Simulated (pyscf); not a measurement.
## Elimination: HO–SiH: (SMILES O[SiH]) [singlet] -> O=Si: (SMILES O=[Si]) [singlet] + H₂ (SMILES [H][H])

Gas phase, singlet surface, charge 0. Bonds broken: O1–H3, Si2–H4. Bonds formed: H3–H4. PySCF, gas phase, ωB97X-D3(BJ)/def2-SVP geometries.

Transition state (Å):

```xyz
4

O      0.6787     1.1963     0.5658
Si     1.1804     0.6539    -0.8488
H     -0.2242     0.3348     0.0811
H     -0.4323    -0.2692    -0.6993
```

One imaginary mode, 1910i cm⁻¹; descent along it reached the two sides named.

```tsv
bond	change	reactant side (Å)	saddle	product side
O1–H3	breaks	0.964	1.339	3.9
Si2–H4	breaks	1.550	1.864	3.5
H3–H4	forms	2.439	1.008	0.760
```

Electronic energies relative to the reactant's lowest minimum found (eV):

```
level                   barrier  reaction energy  reverse barrier
----------------------  -------  ---------------  ---------------
ωB97X-D3(BJ)/def2-TZVP     1.93            +0.33             1.60
PBE/def2-TZVP              1.57            +0.16             1.41
r²SCAN/def2-TZVP           1.71            +0.20             1.51
B3LYP-D3(BJ)/def2-TZVP     1.82            +0.20             1.62
PBE0-D3(BJ)/def2-TZVP      1.81            +0.39             1.42
M06-2X/def2-TZVP           1.93            +0.27             1.65
ωB97M-D3(BJ)/def2-TZVP     1.86            +0.23             1.63
HF/def2-TZVP               2.57            +0.53             2.05
```

With ωB97M-D3(BJ)/def2-TZVP energies and thermal terms (ideal gas, 1 atm, RRHO with modes under 100 cm⁻¹ raised to 100, one conformer, R ln 2 for chiral ones without a mode under 150 cm⁻¹), in eV:

```json
[
 {"T (K)": "298", "ΔH‡": "1.72", "ΔG‡": "1.73", "ΔH": "+0.09", "ΔG": "-0.22"},
 {"T (K)": "600", "ΔH‡": "1.70", "ΔG‡": "1.74", "ΔH": "+0.11", "ΔG": "-0.55"},
 {"T (K)": "900", "ΔH‡": "1.68", "ΔG‡": "1.77", "ΔH": "+0.11", "ΔG": "-0.88"},
 {"T (K)": "1200", "ΔH‡": "1.66", "ΔG‡": "1.80", "ΔH": "+0.10", "ΔG": "-1.20"}
]
```

At the saddle there is also a short H–Si contact that neither side keeps. This is the saddle that the search found; another between the same sides may lie lower.
